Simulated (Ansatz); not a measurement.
## Ansatz (development build ahead of 0.2.0) run

```yaml
crystal:
  periodic: [false, false, false]
  atoms:
    - { symbol: C, position_ang: [0.02612, 0.00858, -0.68162] }
    - { symbol: C, position_ang: [0.03864, -0.00998, 0.75351] }
    - { symbol: H, position_ang: [-0.02062, -0.95393, -1.26237] }
    - { symbol: H, position_ang: [-0.01594, 0.92323, -1.25612] }
    - { symbol: H, position_ang: [-0.91537, -0.04335, 1.28455] }
    - { symbol: H, position_ang: [0.96494, -0.03795, 1.2993] }
basis:
  gaussian: { orbitals: aug-cc-pVDZ }
magnetization:
  spin_polarized: true
  initial_magnetization: 2
hamiltonian:
  xc: hf
correlation:
  method: mp2
  frozen_orbitals: { C: 1, H: 0 }
```

The input is written out in the form of the current development build from the run's settings.

Results

- Converged: yes
- Reference energy: -77.97318 hartree
- Correlation energy: -0.24550 hartree
- Total energy: -78.21869 hartree
- Spin squared of the determinant: 2.014

Caution: another spin multiplicity may lie lower.
